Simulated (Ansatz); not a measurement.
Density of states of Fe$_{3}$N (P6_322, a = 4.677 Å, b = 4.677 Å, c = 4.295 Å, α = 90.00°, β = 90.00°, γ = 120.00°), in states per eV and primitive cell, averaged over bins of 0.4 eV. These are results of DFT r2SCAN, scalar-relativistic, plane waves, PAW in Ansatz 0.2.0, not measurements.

Cutoff 500 eV; k points 12×12×8 on the computed 8-atom cell (Γ-centred); Gaussian smearing, width 0.10 eV; collinear spin from starting moments 2.6 2.6 2.6 2.6 2.6 2.6 0 0 μB.

The cell is relaxed at this level. The states (both spins) are summed by tetrahedra on a 18×18×12 mesh at the self-consistent density. Energies are bin centres; the table starts no lower than −8 eV and ends at 6 eV, or lower where the solved bands end.

It is a metal at this level.

```
E − E_F (eV) total Fe 3d down Fe 3d up N 2p up N 2p down Fe 4s up Fe 4s down
       -7.85   5.02        0.43      1.10     1.51       1.25      0.24        0.36
       -7.45   5.23        0.57      1.10     1.53       1.47      0.14        0.28
       -7.05   5.46        0.65      1.13     1.57       1.72      0.05        0.21
       -6.65   3.16        0.77      0.03     0.03       2.17      0.00        0.07
       -6.25   1.37        0.31      0.06     0.01       0.90      0.04        0.02
       -5.85   0.41        0.02      0.20     0.02       0.02      0.11        0.02
       -5.45   1.22        0.05      0.81     0.04       0.04      0.21        0.05
       -5.05   4.70        0.10      3.94     0.08       0.06      0.34        0.09
       -4.65   6.88        0.21      5.64     0.12       0.09      0.47        0.19
       -4.25   8.73        0.36      7.13     0.16       0.12      0.39        0.35
       -3.85   7.22        0.51      5.72     0.10       0.10      0.22        0.38
       -3.45   8.27        0.94      6.41     0.05       0.10      0.12        0.45
       -3.05   9.42        2.44      5.82     0.08       0.10      0.08        0.60
       -2.65  12.75        3.12      8.55     0.20       0.05      0.09        0.28
       -2.25  13.18        3.35      8.80     0.14       0.07      0.08        0.28
       -1.85  10.12        4.11      5.06     0.14       0.09      0.11        0.18
       -1.45   5.22        2.03      2.42     0.24       0.04      0.18        0.04
       -1.05   5.04        2.57      1.67     0.39       0.02      0.13        0.03
       -0.65   6.67        5.04      0.87     0.32       0.03      0.08        0.07
       -0.25   4.15        3.00      0.59     0.28       0.02      0.05        0.04
        0.15   5.66        3.44      1.13     0.69       0.04      0.11        0.04
        0.55   8.01        4.84      1.60     1.04       0.10      0.17        0.03
        0.95   7.57        6.24      0.42     0.39       0.12      0.13        0.03
        1.35   7.72        6.58      0.30     0.28       0.12      0.15        0.05
        1.75   8.57        7.54      0.21     0.19       0.12      0.17        0.06
        2.15   4.95        3.80      0.15     0.13       0.25      0.20        0.09
        2.55   2.62        1.44      0.15     0.10       0.26      0.29        0.05
        2.95   4.34        2.48      0.15     0.09       0.78      0.33        0.11
        3.35   4.16        2.18      0.12     0.13       0.78      0.31        0.15
        3.75   2.45        0.62      0.16     0.21       0.21      0.45        0.12
        4.15   3.02        0.65      0.16     0.27       0.17      0.47        0.32
        4.55   1.70        0.47      0.04     0.04       0.15      0.13        0.33
        4.95   2.63        0.70      0.03     0.02       0.36      0.15        0.54
        5.35   1.51        0.22      0.05     0.05       0.09      0.32        0.18
        5.75   1.85        0.10      0.10     0.12       0.03      0.76        0.10
```

The columns after the total are the main Löwdin projections on the occupied valence shells of the potentials; 5 others are left out. The rest of the total lies in those, in shells that are empty in the free atom, which aren't projected, and between the atoms.

The state reached may not be the lowest one. Moments started parallel, and an antiferromagnetic order may lie lower.

Only this magnetic start was tried.

Cost: 1 run of about 11 core-minutes, on Oxide Virtual Turin-like Processor (Zen 5) (shared hosts).